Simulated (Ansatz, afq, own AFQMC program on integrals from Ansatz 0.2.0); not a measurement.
**CH₅Ge, doublet in def2-TZVP, levels against AFQMC with the constraint released**

```xyz
7

C    -0.7648    0.8398   -0.8348
Ge    0.2782   -0.5771    0.0299
H    -1.1058    0.5015   -1.8262
H    -0.1520    1.7431   -0.9630
H    -1.6454    1.0923   -0.2276
H     1.5413   -0.9274   -0.7937
H    -0.5730   -1.8531    0.2401
```

Basis def2-TZVP. Only valence electrons are correlated. Ansatz 0.2.0 and our own AFQMC program on the same integrals; the CISD trial comes from CCSD amplitudes, and released means the phaseless constraint is let go. Error bars are statistical, one sigma. No spin–orbit coupling.

Determinant: UHF, the one that the program's search chose, which needn't be the lowest solution. The geometry is a PBE0/def2-SVP stationary point of this or a neighbouring charge and spin state.

No full CI on the walks' own integrals is used here. The released AFQMC energy serves as the reference, which it does only where one determinant dominates, the energy is flat over the last release times and near the phaseless one (40 meV or 2 meV an electron, half that with transition metals). On small molecules, where full CI could be run and the noise was under 10 meV, such values lay within 10 meV of it in 19 cases of 20, a flattering rate, since the rule was set on those same cases; what remains of the bias isn't in the error bar.

Cautions: no relativity below Rb; no spin-orbit coupling; inner d shell frozen; the released value is read at 2.40 1/Eh (meV from the phaseless value at times in 1/Eh: 1 ± 5 at 0.24, 0 ± 4 at 0.51, -11 ± 4 at 0.99, -17 ± 5 at 1.62, -14 ± 5 at 2.40).

```
T1 diagnostic                               : 0.0116
weight of the determinant in the CISD state : 0.874
⟨S²⟩ of the determinant                     : 0.754
size of the correlated space                : 13 electrons in 94 orbitals
```

```
  level  correlation energy (eV)
    MP2                  -7.4679
   CCSD                  -8.4481
CCSD(T)                  -8.7271
```

**Question.** Estimate where AFQMC with the constraint released lies against CCSD(T) on the same integrals.

**Answer.** 4.1 ± 0.5 kJ/mol below CCSD(T).

Reference: AFQMC with the constraint released, correlation energy -8.769 ± 0.005 eV.

```tsv
level	E − E(reference) (kJ/mol)	share of correlation (%)
CCSD(T)	4.1 ± 0.5	99.52
ph-AFQMC/CISD	1.4 ± 0.7	99.84
```

Released energies are given only where the last usable release times agree within the noise; a slower fall can still hide under it.
